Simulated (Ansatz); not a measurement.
Born–Oppenheimer molecular dynamics of CH6BCl (9 atoms, charge 0, multiplicity 1). It starts at the highest image of a converged band, a first-order saddle point between two minima.

These are results of RKS PBE-D4/def2-SVP (Ansatz), not measurements.

```yaml
ensemble: NVE (velocity Verlet)
time_step: 0.5 fs
steps_asked: 200
starting_velocities_drawn_for: 300 K
seed: 7491
```

First frame:

```xyz
9
Properties=species:S:1:pos:R:3
B 0.009 -0.326 -0.084
Cl -0.136 -0.133 2.160
H 1.033 0.284 -0.304
C -1.400 0.004 -0.693
H -2.234 -0.585 -0.264
H -1.643 1.082 -0.608
H -1.357 -0.227 -1.782
H 0.256 -1.573 0.067
H 0.117 -1.197 1.204
```

How far do the bonds stretch over the last three quarters of this one trajectory? (Pairs bonded in most of those frames.)


```
  bond  mean (Å)  spread (Å)  shortest  longest
B1–Cl2     1.769       0.064      1.67     1.95
 B1–H3     1.218       0.013      1.19     1.24
 B1–C4     1.572       0.048      1.49     1.64
 C4–H5     1.111       0.023      1.07     1.15
 C4–H6     1.123       0.038      1.06     1.17
 C4–H7     1.110       0.012      1.09     1.13
 H8–H9     0.783       0.049      0.71     0.88
```

Mean temperature of the second half: 1011 K. The conserved energy stayed within 0.3 meV per atom of its start (net change 0.15 meV per atom), so the integration is sound. The kinetic energy rose, since the run started high on the potential surface and went downhill. It ends in pieces (CH4BCl + H2), so much of that is their flight and rotation, not heat. A run of 0.1 ps of so small a system gives no equilibrium averages. The orbitals stay closed-shell, which can raise the energy where a bond breaks towards radicals; this wasn't checked here.

The run took 2.8 min on 1 thread of Intel(R) Xeon(R) 6975P-C (Granite Rapids), on a shared host, peak memory 0.17 GiB.
